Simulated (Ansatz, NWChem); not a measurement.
## Worked example: the enthalpy of formation of SF2 (sulfur difluoride)

SF2: 3 atoms, total charge 0, spin state singlet. As SMILES, `FSF`. Geometry: relaxed at PBE0-D4/def2-TZVP.

```
atom    x (Å)    y (Å)    z (Å)
   F   0.4401   1.1164   0.3654
   S  -0.6020   0.1265  -0.3152
   F   0.1618  -1.2430  -0.0502
```

Total energies at CCSD(T)/def2-TZVP, 7 core orbitals frozen (NWChem 7.3.0); the atoms run unrestricted:

| species | state | energy (Eh) |
| --- | --- | --- |
| SF2 | singlet | -597.155008 |
| F | doublet | -99.625057 |
| S | triplet | -397.644727 |

Harmonic wavenumbers at PBE0-D4/def2-TZVP, in cm⁻¹: 355, 834, 862.

Measured heats of formation of the gaseous atoms at 298.15 K, in kJ/mol: F 79.4, S 277.0. Spin-orbit lowering of the atoms at 298 K (mean of the ground term's levels less their thermal mean, from spectra), in kJ/mol: F 1.29, S 1.88. Take 1 Eh = 2625.50 kJ/mol, 1 cm⁻¹ = 0.0119627 kJ/mol, RT = 2.479 kJ/mol.

Q: What heat of formation follows?

A: 
1. Electronic atomisation energy: 2 × (-99.625057) + (-397.644727) − (-597.155008) = 0.260167 Eh = 683.1 kJ/mol.
2. Zero-point energy: half the sum of the wavenumbers, 1025.5 cm⁻¹ = 12.3 kJ/mol.
3. Thermal vibrational enthalpy, Σ hcν̃/(exp(hcν̃/kT) − 1): 1.3 kJ/mol. Translation, rotation and pV of a non-linear molecule: 4 RT = 9.9 kJ/mol.
4. The 3 free atoms carry 5/2 RT each: 18.6 kJ/mol.
5. Spin-orbit coupling lowers the free atoms by 2 × 1.29 + 1.88 = 4.5 kJ/mol.
6. Atomisation enthalpy at 298 K: 683.1 − 4.5 − 12.3 − 1.3 − 9.9 + 18.6 = 673.7 kJ/mol.
7. Sum of the atoms' heats of formation: 435.8 kJ/mol. Heat of formation: 435.8 − 673.7 = -237.9 kJ/mol.

The tabulated value is -296.6 kJ/mol (NIST-JANAF tables), so this level is off by +58.7 kJ/mol, or 8.0 % of the atomisation enthalpy that the table implies (732.4 kJ/mol). Coupled cluster needs large bases for atomisation: in a finite one the molecule is underbound. Anharmonicity and any spin-orbit splitting of the molecule are left out, and cores are frozen in the wave-function part.
